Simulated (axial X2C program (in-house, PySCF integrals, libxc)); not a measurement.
Worked dissociation energy of CF⁻: PBE0, with spin–orbit coupling

All values were computed with an in-house relativistic program for diatomic molecules. Two-component (2c) means X2C with spin–orbit coupling and atomic mean-field two-electron Coulomb and Gaunt terms. Basis: F dyall-av3z [7s6p3d2f], C dyall-av3z [8s7p3d2f] (cores contracted in-house); Gaussian nuclei, density fitting, unrestricted open shells. Masses: F 18.998 u, C 12.000 u.

Molecular state: Ω = 1 (⟨Sz⟩ = 1.00, ⟨Lz⟩ = 0.00 at PBE0).

| Quantity | Value |
| --- | --- |
| E(F-) (2M_J = 0) | -99.881801 hartree |
| E(C) (2M_J = 2) | -37.821174 hartree |
| E(CF⁻) at Re | -137.819119 hartree |
| ωe | 846.6 cm⁻¹ |
| ωexe | 9.67 cm⁻¹ |

(1) Work out De and D0.

The state is one determinant whose occupation by symmetry is held fixed; it was picked as the lowest of a PBE0 search that is not exhaustive. Dissociation energies refer to the lowest single-determinant-based atoms at the same level and basis. Density functionals use the spin component along the axis (collinear). The 2c atoms are single determinants rather than J levels; their spin–orbit lowering is only partly caught, and De is too large by that part. This holds for PBE0. PBE0 can misorder states that lie within some tenths of an eV, so this need not be the ground state of the molecule. The nearest other 2c determinant of the search, Ω = 0, lies 0.98 eV up at the distance of the search. Without a current term, density functionals place determinants with orbital angular momentum somewhat too high. With several unpaired electrons one determinant need not be a pure state. Open-shell Ω = 0 determinants with evenly filled partner blocks cannot be reached by this program, so the Ω shown need not be the lowest component. This is the Ω = 1 component of a π² triplet; the 0⁺ component is not one determinant and can lie lowest. The highest occupied level of some functionals is positive through self-interaction error; at Hartree–Fock it is bound.

Each atomic determinant is the lowest at this level and need not be a pure J level. Totals compare only within one Hamiltonian and basis.

## Answers

(1) De = -99.881801 + (-37.821174) − (-137.819119) = 0.11614 hartree = 3.160 eV. The zero-point energy is ωe/2 − ωexe/4 = 421 cm⁻¹ = 0.052 eV, so D0 = 3.108 eV.
